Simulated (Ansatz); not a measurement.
Input file:

```yaml
crystal:
  periodic: [false, false, false]
  atoms:
    - {symbol: C, position_ang: [1.049398, -0.651811, 0.000000]}
    - {symbol: C, position_ang: [2.522356, -0.254635, 0.000000]}
    - {symbol: C, position_ang: [0.156769, 0.573454, 0.000000]}
    - {symbol: H, position_ang: [0.820500, -1.261584, 0.879201]}
    - {symbol: H, position_ang: [0.820500, -1.261584, -0.879201]}
    - {symbol: H, position_ang: [3.162245, -1.140391, 0.000000]}
    - {symbol: Cl, position_ang: [-1.576041, 0.130276, 0.000000]}
    - {symbol: H, position_ang: [2.771651, 0.338237, -0.884730]}
    - {symbol: H, position_ang: [2.771651, 0.338237, 0.884730]}
    - {symbol: H, position_ang: [0.329650, 1.186369, 0.886460]}
    - {symbol: H, position_ang: [0.329650, 1.186369, -0.886460]}
basis:
  gaussian: {orbitals: STO-3G}
hamiltonian: {xc: {name: PBE}}
correlation: {method: rpa, electrons: outside_noble_gas}
```

```sh
$ ansatz run in.yaml --threads 1 --pin off --events-out ev --progress --plain --max-ram 2880MiB --backend cpu
```

Log:

```
407 factors; integrals over basis functions are off by at most 2.9e-5 eV
mean field evaluation 1: about -15562.8284 eV, gradient 1.3e1 eV
mean field evaluation 2: about -15562.7293 eV, gradient 1.3e1 eV
mean field evaluation 4: about -15563.2758 eV, gradient 5.0e-1 eV
mean field evaluation 8: about -15563.2768 eV, gradient 4.0e-3 eV
mean field -15563.27678757 eV, -571.9398727751 hartree, gradient 2.3e-6 eV, S^2 0.000000; 0 other end points of the search recorded, 0 dependent functions left out
8 core orbitals not correlated: weight in the atoms' cores, before any rotation towards them, 1.000 or more for the frozen orbitals, at most 0.000 for the correlated occupied ones
reference -15534.39946542 eV, -570.8786507601 hartree; 13, 13 occupied and 10, 10 virtual orbitals, 407 factors
Total energy: -15543.52033918 eV, -571.2138366884 hartree
```

Ran on 1 thread of AMD EPYC 7R13, shared host: 1.1 s wall, 0.14 GiB peak host memory.
